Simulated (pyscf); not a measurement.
`[SiH2]=[Se]` + `[FH]` → `[F][SiH]=[Se]` + `[H][H]` (four-centre exchange; singlet surface; H–Si, F–H broken, F–Si, H–H formed). Optimised with ωB97X-D3(BJ)/def2-SVP in PySCF. Energies in kJ/mol from the separated reactants.

```
level                   barrier  reaction energy
----------------------  -------  ---------------
PBE/def2-TZVP              23.7           -124.3
r²SCAN/def2-TZVP              …           -134.4
B3LYP-D3(BJ)/def2-TZVP        …                …
PBE0-D3(BJ)/def2-TZVP      36.9           -118.4
M06-2X/def2-TZVP           48.2           -132.3
HF/def2-TZVP              115.3           -115.9
```

Q: Fill in the missing entries.

A: 
- r²SCAN/def2-TZVP, barrier: 25.2
- B3LYP-D3(BJ)/def2-TZVP, barrier: 47.5
- B3LYP-D3(BJ)/def2-TZVP, reaction energy: -127.4

The functionals in the table span 24.5 kJ/mol in this barrier, from PBE to M06-2X. On the reactant side the descent ends in an adduct with a F–Si contact (not fully relaxed), 36.7 kJ/mol under the separated species and 85.5 kJ/mol under the saddle at ωB97X-D3(BJ)/def2-TZVP. What is counted as formed (F–Si) is already present as a longer contact in the reactant adduct; forming that adduct is a step of its own. This is the saddle that the search found; another between the same sides may lie lower. Elements up to Kr have no core potential and no relativistic terms here.
